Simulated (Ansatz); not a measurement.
Relaxation of C2H8O2 (12 atoms, charge 0, multiplicity 1), to a largest force component of 0.02 eV/Å in at most 40 steps.

The calculation used Ansatz, RKS PBE0/STO-3G.

```xyz
12
Properties=species:S:1:pos:R:3
O -0.197 -0.059 -2.804
H 0.028 0.872 -2.871
H -0.021 -0.309 -1.888
C 1.038 -0.616 1.017
O 0.225 0.002 0.051
C -0.975 0.510 0.583
H 1.324 0.092 1.803
H 1.929 -0.965 0.500
H 0.525 -1.468 1.479
H -0.776 1.285 1.332
H -1.530 0.940 -0.248
H -1.570 -0.285 1.045
```

Task: Where does it end, and by what steps?

Result: It converged. Limits of this set-up: minimal basis. After 10 steps the energy has fallen by 0.525 eV; H2 moved furthest, 0.64 Å.

```json
{"step": "0", "energy less start (eV)": "0.0000", "largest force component (eV/Å)": "3.390", "accepted": "yes"}
{"step": "1", "energy less start (eV)": "-0.4357", "largest force component (eV/Å)": "0.763", "accepted": "yes"}
{"step": "2", "energy less start (eV)": "-0.4651", "largest force component (eV/Å)": "0.745", "accepted": "yes"}
{"step": "3", "energy less start (eV)": "-0.4926", "largest force component (eV/Å)": "0.324", "accepted": "yes"}
{"step": "4", "energy less start (eV)": "-0.5037", "largest force component (eV/Å)": "0.127", "accepted": "yes"}
{"step": "5", "energy less start (eV)": "-0.5003", "largest force component (eV/Å)": "0.363", "accepted": "no"}
{"step": "6", "energy less start (eV)": "-0.5152", "largest force component (eV/Å)": "0.040", "accepted": "yes"}
{"step": "7", "energy less start (eV)": "-0.5207", "largest force component (eV/Å)": "0.100", "accepted": "yes"}
{"step": "8", "energy less start (eV)": "-0.5227", "largest force component (eV/Å)": "0.154", "accepted": "yes"}
{"step": "9", "energy less start (eV)": "-0.5244", "largest force component (eV/Å)": "0.037", "accepted": "yes"}
{"step": "10", "energy less start (eV)": "-0.5247", "largest force component (eV/Å)": "0.015", "accepted": "yes"}
```

```xyz
12
Properties=species:S:1:pos:R:3
O -0.123 -0.487 -2.482
H 0.291 0.301 -2.976
H 0.018 -0.141 -1.525
C 1.021 -0.519 0.800
O 0.245 0.430 0.005
C -1.037 0.628 0.677
H 1.223 -0.125 1.815
H 1.978 -0.668 0.273
H 0.508 -1.496 0.897
H -0.901 1.059 1.688
H -1.615 1.334 0.058
H -1.607 -0.318 0.770
```

Whether the end is a true minimum wasn't checked by a vibrational analysis.

Run time: 50 s on 1 thread of Intel(R) Xeon(R) Processor @ 2.50GHz (Skylake/Cascade Lake) (shared host), peak memory 0.1 GiB.
